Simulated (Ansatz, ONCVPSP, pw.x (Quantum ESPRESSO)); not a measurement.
**Equation-of-state test of one ONCV potential (tellurium)**

tellurium, optimised norm-conserving Vanderbilt (ONCV), made with ONCVPSP 4.0.1.1 (patched build) (PBEsol, scalar-relativistic). Core [Kr] 4d10, reference 5s1 5p5. Waves: 5s: rc 1.80 bohr, ncon 3, nbas 7, qcut 3.1 1/bohr, 3 projectors, debl 2.9 Ha; 5p: rc 2.25 bohr, ncon 3, nbas 6, qcut 3.4 1/bohr, 2 projectors, debl 2 Ha; d scattering state at 0.39 Ha: rc 1.80 bohr, ncon 4, nbas 6, qcut 5.2 1/bohr, local. Local part: the d channel. Core correction: polynomial model core, fcfact 0.25.

Atomic tests: cutoffs needed: 32 Ha and 53 Ha (the cutoffs (Ha) at which the residual kinetic energy of the hardest occupied pseudo-wave falls to 1 and 0.1 mHa per electron); ghost test: no bound ghost flagged; no localised positive-energy state flagged; largest excitation error: -278 meV (all-electron minus pseudo) for 5s2 5p0, out of 4 test configurations.

Crystal test: diamond Te in pw.x 7.5, no spin, 8³ k-points, Fermi–Dirac smearing 0.01 Ry, cutoffs 125/500 Ry. The reference is all-electron LAPW (Ansatz 0.2.0) with the same functional, mesh and smearing; V0 and B0 come from Birch–Murnaghan fits to the pressures at five volumes. Errors are pseudo minus all-electron; Δ is the rms difference of the E(V) curves that follow from these fits, minima aligned, over ±6 % about the mean V0. Mesh and smearing are coarse, so the numbers serve the comparison and aren't converged zero-temperature values; the lattice is a test structure that the element need not adopt.

All-electron: a0 = 7.062 Å (V0 = 44.02 Å³/atom), B0 = 30.0 GPa.

How far does the potential miss the all-electron equation of state?

mean pressure error (GPa): -0.15; a0 (Å): 7.050; a0 error (%): -0.16; B0 error (%): +0.5; Δ (meV/atom): 1.4.

| V (Å³/atom) | P all-electron (GPa) | P pseudo (GPa) |
| --- | --- | --- |
| 41.726 | 1.80 | 1.63 |
| 42.824 | 0.88 | 0.72 |
| 43.922 | 0.07 | -0.08 |
| 45.020 | -0.64 | -0.78 |
| 46.118 | -1.26 | -1.39 |

At the middle volume, how do free energy and pressure move when the wave cutoff is lowered (ecutrho kept at four times it)?

```json
{"cutoff (Ry)": "56", "shift of F (meV/atom)": "+76.9", "shift of P (GPa)": "+0.01"}
{"cutoff (Ry)": "75", "shift of F (meV/atom)": "+27.7", "shift of P (GPa)": "-0.48"}
{"cutoff (Ry)": "100", "shift of F (meV/atom)": "+4.2", "shift of P (GPa)": "+0.02"}
```

The run at the middle volume (29 k-points, 7 iterations) took about 72 s on one core of a shared host (AMD EPYC 7B13, 128 threads, 504 GiB, load 17).
